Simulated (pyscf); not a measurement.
`[NH2][Al]([NH2])[NH2]` + `[CH2]=[CH2]` -> `[CH3][CH2][NH][Al]([NH2])[NH2]`, gas phase, singlet surface. Optimised with ωB97X-D3(BJ)/def2-SVP in PySCF. ΔG in kcal/mol from ωB97M-D3(BJ)/def2-TZVP energies (ideal gas, 1 atm, RRHO with modes under 100 cm⁻¹ raised to 100, one conformer, R ln 2 for chiral ones without a mode under 150 cm⁻¹).

```json
[
 {"T (K)": "298", "ΔG": "-3.6"},
 {"T (K)": "600", "ΔG": "+7.7"},
 {"T (K)": "900", "ΔG": "?"},
 {"T (K)": "1200", "ΔG": "+29.6"}
]
```

Problem. Fit a line to the three values, predict ΔG at 900 K, and estimate where the reaction turns unfavourable at 1 atm of each gas.

Solution. Least squares gives ΔG = -14.5 + 36.8 × T/1000 K, so ΔS is about -154 J/(mol K) and ΔH about -14.5 kcal/mol over this range (ΔH at 298 K: -14.6). At 900 K the line gives +18.6; the computed value is +18.7. ΔG = 0 falls near 390 K; 1 kcal/mol in the energy moves that by 27 K. This is thermodynamics alone and says nothing of the barrier.
